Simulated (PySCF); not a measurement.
## Orbital energies, ionisation energy and electron affinity

C3H4FN.
Z-matrix (Å and degrees, PBE0-D3(BJ)/def2-SVP geometry), rows numbered from 1:
```
C 
N   1  1.2705
C   2  1.3831  1  118.97
C   3  1.3381  2  119.07  1   179.79
F   4  1.3224  3  122.10  2  -179.81
H   1  1.1076  2  123.27  3     0.10
H   1  1.0977  2  119.43  3  -179.86
H   3  1.1019  2  121.16  1    -0.13
H   4  1.0938  3  123.34  2     0.10
```

Level: CAM-B3LYP/def2-SVPD (PySCF). Frontier orbitals with their largest atomic shares (Löwdin; up to four atoms above 4 %):

| orbital | ε (eV) | main atoms |
| --- | --- | --- |
| HOMO−3 | -12.43 | N2 42 %, C1 22 %, C3 19 %, C4 6 % |
| HOMO−2 | -12.31 | F5 38 %, C4 22 %, C3 15 %, H9 12 % |
| HOMO−1 | -9.30 | N2 60 %, C1 14 %, C3 10 %, H6 6 % |
| HOMO | -8.48 | ? |
| LUMO | -0.17 | C1 32 %, N2 22 %, C4 19 %, C3 8 % |
| LUMO+1 | 1.57 | C1 42 %, H6 16 %, H7 14 %, C3 11 % |
| LUMO+2 | 1.86 | C4 42 %, F5 20 %, H9 20 %, H8 6 % |

Problem. What vertical ionisation energy does ΔSCF give, and how far is −ε(HOMO) from it?

Solution. ΔSCF: 9.48 eV (914 kJ/mol; threshold wavelength 131 nm); ⟨S²⟩ of the doublet left behind is 0.761, against 0.75 for a pure doublet. −ε(HOMO) is 8.48 eV, 1.00 eV below it. In exact Kohn–Sham theory the two would be equal; CAM-B3LYP (range-separated hybrid) falls short of its own ΔSCF value by 11 %.

Problem. On which atoms does the HOMO lie?

Solution. C3 (vinylic carbon bearing nitrogen) 27 %, C4 (vinylic C–F carbon) 26 %, C1 (imine carbon) 16 %, N2 (imine nitrogen) 13 %, so no atom holds as much as 40 %. The HOMO−1 lies 0.82 eV lower.

Problem. And the vertical electron affinity, the fundamental gap, Mulliken's electronegativity and the hardness (with the factor ½)?

Solution. EA = -0.68 eV by ΔSCF (−ε(LUMO) = 0.17 eV); a negative value means that the added electron isn't bound at this geometry and level, and the number then depends on the basis. IE − EA = 10.16 eV against an orbital gap of 8.31 eV; (IE + EA)/2 = 4.40 eV; (IE − EA)/2 = 5.08 eV.

Problem. The lowest singlet excitation (vertical TDDFT, same level) lies at 4.70 eV. How far is it below IE − EA?

Solution. IE − EA = 10.16 eV, so by 5.46 eV.

Problem. What total energies stand behind the ΔSCF value?

Solution. E(N) = -270.96077 Eh and E(N − 1) = -270.61254 Eh at the same geometry, 0.34823 Eh apart. With one more electron, E(N + 1) = -270.93582 Eh.

Problem. How many of the 10 lowest singlet excitations (vertical TDDFT, same level) lie below the ionisation energy?

Solution. All 10; they run from 4.70 to 8.52 eV.

Problem. With α = 51.0 au, estimate the like-pair dispersion coefficient by London's formula C6 = (3/4)α²I.

Solution. I = 0.3482 Eh, so C6 ≈ 679 au, a rough estimate.

Isolated species at its PBE0-D3(BJ)/def2-SVP geometry (one conformer only).

These values come from a run that also computed excited states and ΔSCF ions. Hardware: an Arm Neoverse V2 with one thread, no GPU (shared host). Cost: 47 s of wall time.
